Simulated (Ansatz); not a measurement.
`FC1(F)CO1` + CH₃OH → `COC1(F)CO1` + H–F  (substitution at a C–F bond)

Computed with Ansatz on PBE0-D4/def2-TZVP structures; ΔE is electronic, products minus reactants. CBS: MP2 limit from def2 TZ/QZ plus the TZ coupled-cluster correction, frozen cores. This one scheme is used for every species. DFT in def2-TZVPP. B3LYP here is the variant with VWN-RPA as its local correlation; programs differ in this. Each species was taken in one conformer, which may not be the lowest.

(1) Is it downhill or uphill in electronic energy at CCSD(T)/CBS, and by how much? (Estimate.)

(2) What do these levels give: PBE-D4, B3LYP-D4, r2SCAN, MP2/def2-TZVPP, MP2/def2-QZVPP, MP2/CBS(def2)? (An estimate is asked.)

Largest T1 diagnostic among the species: 0.012.

Results:

(1) The calculation gave: Downhill: ΔE = -0.30 eV.

(2) Computed: PBE-D4 -0.19, B3LYP-D4 -0.21, r2SCAN -0.17, MP2/def2-TZVPP -0.32, MP2/def2-QZVPP -0.34, MP2/CBS(def2) -0.35 eV.

The D4 term adds −0.08 eV with B3LYP and −0.04 eV with PBE0; it sums over pairs of atoms, weighted by their polarisabilities, and B3LYP, whose exchange is more repulsive, gets the larger term. In def2-TZVPP, CCSD(T) changes the Hartree–Fock value by −0.15 eV (the triples alone add −0.02 eV) and MP2 by −0.20 eV.
